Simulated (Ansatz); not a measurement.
C₄H₆O₂ (`C#COC(C)O`): the same geometry under several functionals.

```yaml
crystal:
  periodic: [false, false, false]
  atoms:
    - {symbol: C, position_ang: [-2.596471, 0.628570, 1.317451]}
    - {symbol: C, position_ang: [-1.646355, 0.057278, 0.860593]}
    - {symbol: O, position_ang: [-0.634037, -0.597807, 0.391734]}
    - {symbol: C, position_ang: [0.453803, 0.217190, -0.121351]}
    - {symbol: C, position_ang: [1.598368, -0.733590, -0.339676]}
    - {symbol: O, position_ang: [0.064793, 0.901649, -1.250721]}
    - {symbol: H, position_ang: [-3.443996, 1.132619, 1.712401]}
    - {symbol: H, position_ang: [0.673861, 0.977128, 0.632324]}
    - {symbol: H, position_ang: [1.314246, -1.501464, -1.064453]}
    - {symbol: H, position_ang: [2.458789, -0.183911, -0.721652]}
    - {symbol: H, position_ang: [1.873057, -1.227659, 0.592372]}
    - {symbol: H, position_ang: [-0.039059, 0.274695, -1.974922]}
basis:
  gaussian: {orbitals: def2-TZVPP}
hamiltonian: {xc: {name: B2PLYP}}
```

```sh
$ ansatz run in.yaml --threads 4 --pin off --events-out ev --progress --plain --max-ram 10444MiB
```

It prints (some lines left out):

```
Functional definition: B2PLYP
1646 factors; integrals over basis functions are off by at most 1.0e-3 eV
mean field evaluation 1: about -8317.7380 eV, gradient 5.7e1 eV
mean field evaluation 2: about -8317.9979 eV, gradient 5.7e1 eV
mean field evaluation 4: about -8324.2423 eV, gradient 8.8e0 eV
mean field evaluation 8: about -8324.3995 eV, gradient 1.1e0 eV
mean field evaluation 16: about -8324.4019 eV, gradient 6.4e-4 eV
mean field -8324.40188195 eV, -305.9161266794 hartree, gradient 3.1e-6 eV, S^2 0.000000; 0 other end points of the search recorded, 0 dependent functions left out
6 core orbitals not correlated: weight in the atoms' cores, before any rotation towards them, 1.000 or more for the frozen orbitals, at most 0.000 for the correlated occupied ones
reference -8324.40206186 eV, -305.9161332910 hartree; 17, 17 occupied and 247, 247 virtual orbitals, 1646 factors
second order -36.81853291 eV of doubles, -0.00000000 eV of singles
Total energy: -8334.34306575 eV, -306.2814584455 hartree
```

It took 22 s on 4 threads of a server CPU on a shared host, with 0.76 GiB of host memory at the peak.

With the line `hamiltonian: {xc: {name: BLYP}, dispersion: d4}` (abridged; 9.5 s):

```
Functional definition: BLYP
mean field evaluation 16: about -8338.2920 eV, gradient 1.4e-3 eV
mean field -8338.29201612 eV, -306.4265796953 hartree, gradient 2.0e-5 eV, S^2 0.000000
Total energy: -8338.77168777 eV, -306.4442073032 hartree
```

Changing it to `hamiltonian: {xc: {name: PBE-QIDH}}` (abridged; 23 s):

```
Functional definition: PBE-QIDH
mean field evaluation 16: about -8318.5456 eV, gradient 8.6e-4 eV
mean field -8318.54559402 eV, -305.7009120677 hartree, gradient 5.6e-6 eV, S^2 0.000000
6 core orbitals not correlated: weight in the atoms' cores, before any rotation towards them, 1.000 or more for the frozen orbitals, at most 0.000 for the correlated occupied ones
second order -34.14573716 eV of doubles, -0.00000000 eV of singles
Total energy: -8329.92751918 eV, -306.1191901022 hartree
```

The same input with `hamiltonian: {xc: {name: revPBE}, dispersion: d4}` (abridged; 9.5 s):

```
Functional definition: revPBE
mean field evaluation 16: about -8338.2100 eV, gradient 1.2e-3 eV
mean field -8338.20996204 eV, -306.4235642634 hartree, gradient 3.0e-5 eV, S^2 0.000000
Total energy: -8338.95549864 eV, -306.4509622281 hartree
```

Changing it to `hamiltonian: {xc: {name: LC-wPBE}}` (abridged; 12 s):

```
Functional definition: LC-wPBE
mean field evaluation 16: about -8335.3735 eV, gradient 3.7e-4 eV
mean field -8335.37349252 eV, -306.3193259310 hartree, gradient 1.8e-5 eV, S^2 0.000000
Total energy: -8335.37349253 eV, -306.3193259312 hartree
```

The same input with `hamiltonian: {xc: {name: CAM-B3LYP}, dispersion: d4}` (abridged; 16 s):

```
Functional definition: CAM-B3LYP
mean field evaluation 16: about -8337.1379 eV, gradient 4.1e-4 eV
mean field -8337.13785216 eV, -306.3841649518 hartree, gradient 7.6e-5 eV, S^2 0.000000
Total energy: -8337.31668507 eV, -306.3907369400 hartree
```
